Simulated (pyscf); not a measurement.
**Routes from InH₃ + HCl**

Candidate steps break at most two bonds and form at most two. Each was searched with GFN2-xTB (tblite) first. Optimised with ωB97X-D3(BJ)/def2-SVP in PySCF. Energies: ωB97M-D3(BJ)/def2-TZVP, eV, from the separated reactants, singlet surface; ΔG‡ with ideal gas, 1 atm, RRHO with modes under 100 cm⁻¹ raised to 100, one conformer, R ln 2 for chiral ones without a mode under 150 cm⁻¹.

```tsv
products	type	ΔE‡	ΔE	ΔG‡ 298 K	ΔG‡ 900 K	ν‡ (cm⁻¹)
Cl–InH₂ + H₂	four-centre exchange	0.15	-1.14	0.51	1.29	1038i
InH₃ + HCl	four-centre exchange	3.44	0.00	3.73	4.47	1128i
```

Row 1: On the reactant side the descent ends in an adduct with a Cl–In contact, 0.32 eV under the separated species and 0.32 eV under the saddle at ωB97X-D3(BJ)/def2-TZVP. Row 2: On the reactant side the descent ends in an adduct with a Cl–In contact, 0.31 eV under the separated species and 3.69 eV under the saddle at ωB97X-D3(BJ)/def2-TZVP. On the product side the descent ends in an adduct with a Cl–In contact, 0.31 eV under the separated species and 3.69 eV under the saddle at ωB97X-D3(BJ)/def2-TZVP. 

Plain bond fissions and candidates not yet searched are not listed, and one of them may be faster. Each barrier is that of the saddle found; lower ones may exist. Elements past Kr carry the def2 core potentials, without spin-orbit coupling.
